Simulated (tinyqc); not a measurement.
Ways to converge the cycle: SCF convergence aids in the sto-3g basis, for H2O, spin multiplicity 1. Computed by the program tinyqc with PySCF. RHF with one setting changed at a time; a run stops when the energy changes by less than 1e-09 hartree and the error matrix is below 1e-5. The start is the Wolfsberg-Helmholz matrix. Damping d keeps d of the old density; a shift (hartree) raises the virtual levels; DIIS n extrapolates F over n matrices.

Geometry (angstrom):

| atom | x | y | z |
|---|---|---|---|
| O | 0.0000 | 0.0000 | 0.0000 |
| H | 0.0000 | 1.0600 | 0.6610 |
| H | 0.0000 | -1.0600 | 0.6610 |

lowest restricted solution found by these runs and by PySCF = -74.855093 hartree

Largest element of the error matrix X^T (FDS - SDF) X:

| iteration | plain | damping 0.3 | damping 0.6 | shift 0.4 | DIIS 3 | DIIS 8 |
|---|---|---|---|---|---|---|
| 1 | 5.2e-01 | 5.2e-01 | 5.2e-01 | 5.2e-01 | 5.2e-01 | 5.2e-01 |
| 2 | 1.4e-01 | 1.2e-01 | 2.9e-01 | 1.6e-01 | 1.4e-01 | 1.4e-01 |
| 3 | 3.3e-02 | 6.9e-02 | 1.7e-01 | 9.3e-02 | 3.6e-02 | 3.6e-02 |
| 4 | 1.1e-02 | 3.7e-02 | 9.4e-02 | 5.1e-02 | 6.2e-03 | 6.2e-03 |
| 5 | 4.1e-03 | 1.9e-02 | 6.6e-02 | 2.7e-02 | 2.2e-03 | 1.9e-03 |
| 6 | 1.9e-03 | 1.0e-02 | 4.9e-02 | 1.5e-02 | 1.1e-03 | 6.0e-05 |
| 8 | 4.4e-04 | 3.1e-03 | 2.7e-02 | 5.2e-03 | 1.5e-05 | 7.8e-09 |
| 10 | 1.2e-04 | 1.0e-03 | 1.4e-02 | 2.5e-03 | - | - |
| 14 | 9.9e-06 | 1.7e-04 | 4.2e-03 | 6.0e-04 | - | - |
| 20 | - | 1.7e-05 | 7.6e-04 | 6.7e-05 | - | - |
| 30 | - | - | 6.7e-05 | - | - | - |

How each run ends:

| run | iterations | E (hartree) | state |
|---|---|---|---|
| plain | 15 | -74.85509 | lowest found |
| damping 0.3 | 22 | -74.85509 | lowest found |
| damping 0.6 | 42 | -74.85509 | lowest found |
| shift 0.4 | 26 | -74.85509 | lowest found |
| DIIS 3 | 9 | -74.85509 | lowest found |
| DIIS 8 | 8 | -74.85509 | lowest found |

What does the comparison show, and why?

6 of 6 runs reach the lowest restricted solution found, in 8 to 42 iterations (fastest: DIIS 8). Plain steps already contract here, so damping only slows them. DIIS 3 and DIIS 8 gain by cancelling the error over several earlier matrices, much as a quasi-Newton step does.
